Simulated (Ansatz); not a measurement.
# HAl–Ga–F, triplet: reading a ladder of total energies

Geometry: that of the HAl–Ga–F, singlet, kept fixed.

```xyz
4

Al    0.0013    0.1667    2.3076
Ga   -0.0009   -0.2203   -0.3668
F     0.0020    0.4984   -1.9865
H    -0.0127    1.3830    1.0450
```

Basis cc-pVDZ; Ansatz 0.2.0. Only valence electrons are correlated (noble-gas cores and the filled d shells of p-block atoms frozen), which leaves 14 electrons in 44 orbitals. R marks a restricted (for open shells ROHF) determinant, U an unrestricted one. No spin–orbit coupling is included, and no scalar relativity.

Full CI isn't at hand for all of this; UCCSDT(Q) serves as the reference, and is uncertain by the last step of the cluster series or more.

UCCSD has a T1 diagnostic of 0.030 and a largest doubles amplitude of 0.07.

Runs differ by some tens of microhartree through their thresholds and, for an open shell, their frozen cores, so steps under 0.03 kcal/mol mean nothing.

Here the R and U totals at CCSDT(Q) differ by 0.12 kcal/mol, a measure of how far such totals hang on the determinant and its frozen core.

```json
{"level": "UHF", "total energy (hartree)": "-2265.118110"}
{"level": "UMP2", "total energy (hartree)": "-2265.400575"}
{"level": "UCCSD", "total energy (hartree)": "-2265.424058"}
{"level": "UCCSD(T)", "total energy (hartree)": "-2265.432111"}
{"level": "UCCSDT", "total energy (hartree)": "-2265.433707"}
{"level": "UCCSDT(Q)", "total energy (hartree)": "-2265.434626"}
```

Task: What is the correlation energy at UCCSDT(Q), and what share of it do UMP2 and UCCSD recover?

Result: E(corr) = -2265.434626 − (-2265.118110) = -0.316516 hartree = -8.613 eV. UMP2: -0.282465 / -0.316516 = 89.24 %. UCCSD: -0.305948 / -0.316516 = 96.66 %.

Task: By how many kcal/mol does UCCSD(T) miss UCCSDT(Q) (1 hartree = 627.509 kcal/mol), and which steps make up the rest?

Result: -2265.432111 − (-2265.434626) = 0.002515 hartree = 1.58 kcal/mol. Steps: UCCSDT − UCCSD(T) = -1.00, UCCSDT(Q) − UCCSDT = -0.58 kcal/mol. Differences between like states or geometries often cancel part of this.
